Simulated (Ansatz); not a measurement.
Rutile SnO2, treated with HSE06 (plane waves, PAW; Ansatz, a first-principles code).

Run with plane-wave cutoff 460 eV, 6×6×8 k mesh (along the axes of the cell as run), Fermi–Dirac smearing 0.01 eV, scalar-relativistic PAW data made under PBE.

Cell (relaxed at this level):

```
SnO2
1.0
    4.75542     0.00000     0.00000
    0.00000     4.75542     0.00000
    0.00000     0.00000     3.18836
Sn O
2 4
Cartesian
  0.00000   0.00000   0.00000
  2.37771   2.37771   1.59418
  1.45574   1.45574   0.00000
  3.83345   0.92197   1.59418
  0.92197   3.83345   1.59418
  3.29968   3.29968   0.00000
```

What does this level give for the band gap?


- band gap = 2.93 eV (on the SCF k mesh)

Measured, for comparison: band gap 3.81 eV (zero-point renormalisation of 215 meV (computed, non-adiabatic AHC, without the lattice-expansion part) added back here to the 1.8 K gap of; inputs from Miglio et al. (2020), arXiv:2011.12765).

Spin–orbit coupling is not included.

Static lattice: no zero-point or thermal effects.

Cost on a shared machine: roughly 80 core-minutes.
